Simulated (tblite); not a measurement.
Compound: CF3C≡CH, C3HF3.
SMILES: `C#CC(F)(F)F`

Level: GFN2-xTB in tblite, geometry and Hessian alike; calculated harmonic values, unscaled, isolated species. Errors from tens to a few hundred cm⁻¹ against measured bands are possible.

Question: How many normal modes are there?

Answer: 7 atoms, non-linear: 3N − 6 = 15.

Question: What is the point group of the computed structure, and how do the modes divide by symmetry?

Answer: C3v. The characters give 5 non-degenerate and 5 twofold fundamentals, 5 of them totally symmetric.

Question: How many distinct wavenumbers does the calculation give?

Answer: 10, with degenerate components joined.

Question: How many fundamentals are allowed in the infrared by symmetry?

Answer: 10 of 10, those that transform like x, y or z.

Question: Which of the modes above 1550 cm⁻¹ are stretches that can be named?

Answer: C≡C 2283; ≡C–H 3380 cm⁻¹.

Question: How large is the harmonic zero-point energy?

Answer: Half the sum of the wavenumbers, 6880 cm⁻¹, or 19.7 kcal/mol from 15 modes, 8.1 kcal/mol of it from above 1550 cm⁻¹.

Question: Treat the C≡C stretch at 2283 cm⁻¹ as a diatomic oscillator. What force constant follows?

Answer: With μ = 6.000 u, k = μ(2πcν̃)² = 1842 N/m; the bond's atoms carry 90 % of the mode, and this is an estimate.

Question: How far is the lowest real mode excited at 200 K, as a harmonic oscillator?

Answer: θ = hcν̃/k = 221 K for 153.3 cm⁻¹, so N1/N0 = 0.33 and ⟨v⟩ = 1/(exp(θ/T) − 1) = 0.5, for each component of the degenerate mode taken as one oscillator.
